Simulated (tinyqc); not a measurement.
Worked calculation: CCSD on RHF in the sto-3g basis, frozen core, for HF, spin multiplicity 1. One step of it, computed by the program tinyqc.

Question. Integrals over molecular orbitals. (pq|rs) = sum C_ip C_jq C_kr C_ls (ij|kl), one index at a time.

coefficients C:
```
              MO1        MO2        MO3       MO4        MO5        MO6
1F 1s    0.994729  -0.250131   0.079849  0.000000   0.000000   0.082179
1F 2s    0.022397   0.942882  -0.419804  0.000000   0.000000  -0.531757
1F 2px   0.000000   0.000000   0.000000  0.890690  -0.454611   0.000000
1F 2py   0.000000   0.000000   0.000000  0.454611   0.890690   0.000000
1F 2pz   0.002777   0.082476   0.699509  0.000000   0.000000  -0.819482
2H 1s   -0.005502   0.153449   0.529210  0.000000   0.000000   1.067396
```

core Hamiltonian H = T + V (hartree):
```
             1F 1s       1F 2s     1F 2px     1F 2py     1F 2pz      2H 1s
1F 1s   -40.587359   -9.523501   0.000000   0.000000  -0.014299  -1.884703
1F 2s    -9.523501  -11.061897   0.000000   0.000000  -0.172050  -3.923171
1F 2px    0.000000    0.000000  -8.722349   0.000000   0.000000   0.000000
1F 2py    0.000000    0.000000   0.000000  -8.722349   0.000000   0.000000
1F 2pz   -0.014299   -0.172050   0.000000   0.000000  -8.832357  -2.564389
2H 1s    -1.884703   -3.923171   0.000000   0.000000  -2.564389  -5.331701
```

Two-electron integrals (ij|kl) in chemists' order, unique and non-zero (hartree):
```
(11|11) 5.403501   (21|11) 0.841920   (21|21) 0.156299   (22|11) 1.268028
(22|21) 0.292344   (22|22) 0.926167   (31|31) 0.027998   (32|31) 0.043169
(32|32) 0.204588   (33|11) 1.264502   (33|21) 0.292403   (33|22) 0.925959
(33|33) 0.997514   (41|41) 0.027998   (42|41) 0.043169   (42|42) 0.204588
(43|43) 0.053770   (44|11) 1.264502   (44|21) 0.292403   (44|22) 0.925959
(44|33) 0.889973   (44|44) 0.997514   (51|51) 0.027998   (52|51) 0.043169
(52|52) 0.204588   (53|53) 0.053770   (54|54) 0.053770   (55|11) 1.264502
(55|21) 0.292403   (55|22) 0.925959   (55|33) 0.889973   (55|44) 0.889973
(55|55) 0.997514   (61|11) 0.168038   (61|21) 0.030914   (61|22) 0.057394
(61|33) 0.057309   (61|44) 0.057309   (61|51) 0.001264   (61|52) 0.002360
(61|55) 0.057573   (61|61) 0.006177   (62|11) 0.405637   (62|21) 0.094690
(62|22) 0.332402   (62|33) 0.327681   (62|44) 0.327681   (62|51) 0.006419
(62|52) 0.049132   (62|55) 0.341528   (62|61) 0.018973   (62|62) 0.144149
(63|31) 0.010151   (63|32) 0.059242   (63|53) 0.010461   (63|63) 0.021882
(64|41) 0.010151   (64|42) 0.059242   (64|54) 0.010461   (64|64) 0.021882
(65|11) 0.267303   (65|21) 0.063228   (65|22) 0.237692   (65|33) 0.227371
(65|44) 0.227371   (65|51) 0.013918   (65|52) 0.092813   (65|55) 0.258067
(65|61) 0.013228   (65|62) 0.126321   (65|65) 0.131786   (66|11) 0.539935
(66|21) 0.128116   (66|22) 0.517075   (66|33) 0.498948   (66|44) 0.498948
(66|51) 0.011470   (66|52) 0.121816   (66|55) 0.552719   (66|61) 0.025864
(66|62) 0.280646   (66|65) 0.285646   (66|66) 0.774606
```

Give: one-electron integrals over orbitals h = C^T H C; Two-electron integrals over orbitals.

Answer.

one-electron integrals over orbitals h = C^T H C (hartree):
```
          1        2        3        4        5        6
1  -40.5691   0.7034  -0.2147   0.0000   0.0000  -0.2244
2    0.7034  -9.1488   0.5589   0.0000   0.0000   1.1849
3   -0.2147   0.5589  -7.6001   0.0000   0.0000   1.8702
4    0.0000   0.0000   0.0000  -8.7223   0.0000   0.0000
5    0.0000   0.0000   0.0000   0.0000  -8.7223   0.0000
6   -0.2244   1.1849   1.8702   0.0000   0.0000  -6.1146
```

Two-electron integrals over orbitals (pq|rs), unique and non-zero (hartree); the lowest 1 orbital is frozen and left out:
```
(22|22) 0.8571    (32|22) -0.0192   (32|32) 0.1571    (33|22) 0.7540
(33|32) -0.0489   (33|33) 0.7669    (42|42) 0.1808    (43|42) -0.0428
(43|43) 0.0481    (44|22) 0.8784    (44|32) -0.0773   (44|33) 0.7544
(44|44) 0.9975    (52|52) 0.1808    (53|52) -0.0428   (53|53) 0.0481
(54|54) 0.0538    (55|22) 0.8784    (55|32) -0.0773   (55|33) 0.7544
(55|44) 0.8900    (55|55) 0.9975    (62|22) -0.1289   (62|32) -0.0460
(62|33) -0.0381   (62|44) -0.1272   (62|55) -0.1272   (62|62) 0.0971
(63|22) -0.1658   (63|32) 0.0943    (63|33) -0.1238   (63|44) -0.1963
(63|55) -0.1963   (63|62) 0.0568    (63|63) 0.1766    (64|42) -0.0423
(64|43) -0.0146   (64|64) 0.0315    (65|52) -0.0423   (65|53) -0.0146
(65|65) 0.0315    (66|22) 0.6820    (66|32) 0.0708    (66|33) 0.6693
(66|44) 0.6512    (66|55) 0.6512    (66|62) -0.0669   (66|63) -0.0145
(66|66) 0.7136
```
